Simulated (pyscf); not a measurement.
H₂N–SiH₂–Cl + hydrogen (H₂) → H₂N–SiH₂–Cl + hydrogen (H₂) (four-centre exchange; singlet surface; H–Si, H–H broken, H–Si, H–H formed). Single points on ωB97X-D3(BJ)/def2-SVP structures (PySCF, gas phase). Energies in kcal/mol from the separated reactants.

```tsv
level	barrier	reaction energy
ωB97X-D3(BJ)/def2-TZVP	61.4	0.0
PBE/def2-TZVP	53.7	0.0
r²SCAN/def2-TZVP	(withheld)	0.0
M06-2X/def2-TZVP	63.8	0.0
ωB97M-D3(BJ)/def2-TZVP	60.5	0.0
HF/def2-TZVP	(withheld)	0.0
```

**Question.** What belongs in the gaps?

**Answer.** 
- r²SCAN/def2-TZVP, barrier: 56.0
- HF/def2-TZVP, barrier: 77.7

The functionals in the table span 10.1 kcal/mol in this barrier, from PBE to M06-2X. At the saddle there is also a short H–Si contact that neither side keeps. The same reactants have a lower exit, to H₂N–SiH₃ + HCl (barrier +48.8 kcal/mol at ωB97M-D3(BJ)/def2-TZVP, against +60.5 kcal/mol here). One saddle was located; it need not be the lowest between these sides.
